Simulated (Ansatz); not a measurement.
We consider zinc-blende BAs, described by G0W0@HSE06 (hard PAW, contour deformation; Ansatz, a program for electronic structure).

The cell has the measured lattice parameters. Conventional cell: a = 4.7770 Å, b = 4.7770 Å, c = 4.7770 Å, α = 90.00°, β = 90.00°, γ = 90.00°.

The quasiparticle gap at Γ at a fixed k mesh 2×2×2:

| response cutoff | value (eV) |
|---|---|
| 200 eV, 322 empty bands | 4.311 |
| 250 eV, 449 empty bands | 4.322 |
| 300 eV, 591 empty bands | 4.329 |
| 400 eV, 909 empty bands | 4.336 |

Problem. Taking the value to converge with the response cutoff E as E^(−3/2), extrapolate from the last two rows.

Solution. With y = y∞ + c/w and weights w = 5196 and 8000 for the last two rows, y∞ = (w2 y2 − w1 y1)/(w2 − w1) = (8000 × 4.336 − 5196 × 4.329)/2804 = 4.349 eV, which lies 0.013 beyond the last row. Successive pairs of rows give 4.350, 4.351, 4.349. The limit also hangs on the law assumed, so its last digits aren't firm.

The other settings are not extrapolated, so this is the limit in one setting alone.

The smallest gap on this mesh is 2.13 eV, away from Γ.

Spin–orbit coupling is not included.

Note: GW on a hybrid start was not checked against another program.
